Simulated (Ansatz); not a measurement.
Cubic perovskite SrTiO3 (cubic form, which distorts at low temperature) was calculated with PBE-D4 (plane waves, PAW; Ansatz, a first-principles code).

Run with plane-wave cutoff 500 eV, 8×8×8 k mesh, gaussian smearing 0.02 eV, no spin polarisation, scalar-relativistic PAW data made under PBE.

Cell (relaxed at this level):

```cif
data_O3SrTi
_chemical_formula_sum 'Sr1 Ti1 O3'
_space_group_name_H-M_alt 'P 1'
_space_group_IT_number 1
_cell_length_a 3.91548
_cell_length_b 3.91548
_cell_length_c 3.91548
_cell_angle_alpha 90.000
_cell_angle_beta 90.000
_cell_angle_gamma 90.000
loop_
_space_group_symop_operation_xyz
  'x, y, z'
loop_
_atom_site_label
_atom_site_type_symbol
_atom_site_fract_x
_atom_site_fract_y
_atom_site_fract_z
_atom_site_occupancy
Sr1 Sr 0.00000 0.00000 0.00000 1
Ti1 Ti 0.50000 0.50000 0.50000 1
O1 O 0.50000 0.00000 0.50000 1
O2 O 0.00000 0.50000 0.50000 1
O3 O 0.50000 0.50000 0.00000 1
```

### Question
Estimate the band gap that the calculation returns.

### Answer

* **band gap**: 1.87 eV (on the SCF k mesh)

Measured, for comparison: band gap 3.59 eV (zero-point renormalisation of 336 meV (experimental, the table's column) added back here, indirect; inputs from Miglio et al. (2020), arXiv:2011.12765).

Note: the relaxation could not lower the start's symmetry, so the cell can be a saddle point above a distorted one.

Spin–orbit coupling is not included.

Static lattice: no zero-point or thermal effects.

It cost about 18 core-seconds (a rough figure) of CPU time.
